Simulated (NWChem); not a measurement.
System: DMSO (C$_{2}$H$_{6}$OS); SMILES CS(=O)C

Input file for NWChem:

```
start job
memory heap 200 mb stack 900 mb global 1100 mb
geometry units angstroms noautosym nocenter noautoz
  C      0.821751     1.355139     0.192035
  S     -0.208845     0.000494    -0.442998
  C      0.815102    -1.359108     0.192193
  O     -1.460187     0.003604     0.385430
  H      0.284641     2.283002    -0.046643
  H      1.809545     1.356207    -0.291297
  H      0.904558     1.247703     1.283356
  H      0.898395    -1.251962     1.283505
  H      0.273472    -2.284361    -0.046403
  H      1.802895    -1.365054    -0.291107
end
basis spherical
  * library def2-svp
end
dft
  xc b3lyp
  iterations 150
end
property
  response 1 0.0773
end
task dft property
```

Coordinates come from a PBE0/def2-SVP optimisation. B3LYP is NWChem's, with the RPA form of VWN correlation.

Field at 589 nm.

Q: What results follow from this input? (B3LYP/def2-SVP.) Quantities: isotropic polarisability (bohr³); anisotropy (bohr³).

A: isotropic polarisability (bohr³): 44.7
anisotropy (bohr³): 15.1
